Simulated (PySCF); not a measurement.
**OF⁻: from constants to spectrum**

RHF-CCSD(T) constants of OF⁻, ¹Σ⁺ (singlet), closed shell (O aug-pcseg-1, F aug-pcseg-1; no relativity (PySCF 2.14); masses 15.9949 and 18.9984 u):

| Item | Value |
| --- | --- |
| ωe | 715.6 cm⁻¹ |
| ωexe | 6.13 cm⁻¹ |
| Be | 0.79823 cm⁻¹ |
| αe | 0.0100 cm⁻¹ |
| De to O + F⁻ | 0.77 eV |

Question: What force constant and bond length do these constants imply?

Answer: Reduced mass μred = 8.6839 u; k = 5.8918×10⁻⁷·μred·ωe² (u, cm⁻¹, mdyn/Å) = 2.62 mdyn/Å; Re = √(16.8576/(μred·Be)) (u, cm⁻¹, Å) = 1.559 Å.

Question: Estimate the centrifugal constant D from the Kratzer relation and find the Dunham coefficient a1.

Answer: D = 4Be³/ωe² = 3.97e-06 cm⁻¹; a1 = −1 − αeωe/(6Be²) = -2.87.

Correlated steps freeze 2 core orbitals. Correlated levels converge slowly with the basis: in double zeta they bind strong bonds too weakly, by up to about 1 eV, and carry superposition errors of some tenths. For an ion De counts to the pair picked by the measured ionisation energies or electron affinities, which need not be the lowest pair at this level. Where the molecule has an RHF reference, its open-shell atoms are computed with UHF. The CCSD T1 diagnostic is raised, a sign that a single reference may not be enough here.
